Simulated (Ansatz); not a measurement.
System (SMILES): [CH]=O (CH-O), doublet.
Atoms: C1, O2, H3. Bonds: C1-O2, C1-H3.

Basis-set convergence of the optimised C1-O2 bond length at MP2 with Ansatz (a quantum-chemistry and plane-wave program). The reference of a correlated method is not its basis-set limit, which lies further on. Cartesian d functions, on some or all atoms, in 6-31G*; all else is spherical. Cores are frozen. Open shells are unrestricted. No added dispersion term, no relativity. Reference: the value in aug-cc-pVQZ, 1.1794 Å, itself unsure by roughly 0.0005 Å (its mean distance from def2-QZVPP, cc-pVQZ).

```tsv
basis	functions	optimised C1-O2 bond length (Å)
6-31G*	32	…
def2-SVP	33	…
6-311+G**	50	1.1830
aug-cc-pVDZ	55	…
def2-TZVPP	76	…
jun-cc-pV(T+d)Z	92	1.1830
def2-TZVPPD	94	1.1819
6-311++G(3df,3pd)	96	1.1795
aug-cc-pVTZ	115	1.1832
```

Q: What belongs in the gaps?

A: 
- 6-31G*, optimised C1-O2 bond length (Å): 1.1919
- def2-SVP, optimised C1-O2 bond length (Å): 1.1822
- aug-cc-pVDZ, optimised C1-O2 bond length (Å): 1.1940
- def2-TZVPP, optimised C1-O2 bond length (Å): 1.1812
